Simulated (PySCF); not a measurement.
C₅H₁₀O (charge +1 and doublet state).
Numbering: `[CH3:1][CH+:2][C:3]([CH3:4])[O:5][CH3:6]` (hydrogens: H7, H8, H9 on C1; H10 on C2; H11, H12, H13 on C4; H14, H15, H16 on C6)

Cartesian coordinates in Å at the GFN2-xTB level; atoms count from 1:
```
atom  x, y, z in Å
C1    -2.2690    0.8133    0.4045
C2    -1.4105   -0.3581    0.4381
C3    -0.0182   -0.3227    0.3133
C4     0.7938   -1.5562    0.3533
O5     0.5321    0.8550    0.1590
C6     1.9256    1.0119    0.0248
H7    -2.8567    0.8706    1.3289
H8    -3.0384    0.6912   -0.3673
H9    -1.7227    1.7391    0.2512
H10   -1.8757   -1.3250    0.5692
H11    1.5321   -1.5051    1.1580
H12    1.3625   -1.6709   -0.5733
H13    0.1770   -2.4371    0.4967
H14    2.3039    0.4812   -0.8544
H15    2.1022    2.0807   -0.0867
H16    2.4545    0.6410    0.9084
```

The hyperfine couplings belong to this conformer and change with its torsions.

Computed, not measured: UKS B3LYP, pcH-1 on C H O, non-relativistic, mean-field spin-orbit, GIAO (PySCF). Isolated species at its GFN2-xTB geometry (one conformer only). Couplings are sensitive to structure, and on GFN2-xTB geometries they can be far from those on DFT ones, by a factor of two or more for some ions and for spin on atoms past the first row. Stability of the SCF solution: not tested.

(1) The isotropic 1H couplings, averaged over equivalent nuclei, are +76.5, -39.9, +29.2, +26.6 MHz. Assign them to H7/H8/H9; H10; H11/H12/H13; H14/H15/H16.

Answers

(1) 
```
       site  a_iso (MHz)  ρ(0) (bohr⁻³)         position  distance from C2 (Å)  bound to  spin population there  largest |T| (MHz)
   H7/H8/H9        +76.5        +0.0171  2 bonds from C2                  2.11        C1                  -0.03                7.2
        H10        -39.9        -0.0089   1 bond from C2                  1.08        C2                  +0.59               25.8
H11/H12/H13        +29.2        +0.0065  3 bonds from C2                  3.03        C4                  -0.02                5.2
H14/H15/H16        +26.6        +0.0060  4 bonds from C2                  4.12        C6                  -0.01                4.5
```

ρ(0) is the spin density at the nucleus and T the dipolar tensor; entries for several nuclei are means. The Mulliken spin populations are largest on C2 (+0.59), O5 (+0.20) and C3 (+0.15). The angles at C2 add up to 360.0°, so it is planar.

β density exceeds α density at some nuclei, such as C1 (-0.0185), C3 (-0.0101) and H10 (-0.0089), spin density in bohr⁻³. In a single determinant that takes different orbitals for the two spins, that is spin polarisation.

Means are taken over nuclei equivalent by connectivity, which assumes that they swap fast. The three 1H nuclei of mean +76.5 MHz run from -0.1 to 118.0 MHz in the frozen geometry. The three 1H nuclei of mean +29.2 MHz run from -0.8 to 44.8 MHz in the frozen geometry.

C3, the radical centre as drawn in `C[CH+][C](C)OC`, holds a spin population of +0.15 out of 1.

The run took 38 s (grids of density and orbitals included) on one thread of an Arm Neoverse V2, no GPU, on a shared host, and the process peaked at 0.90 GiB of memory.
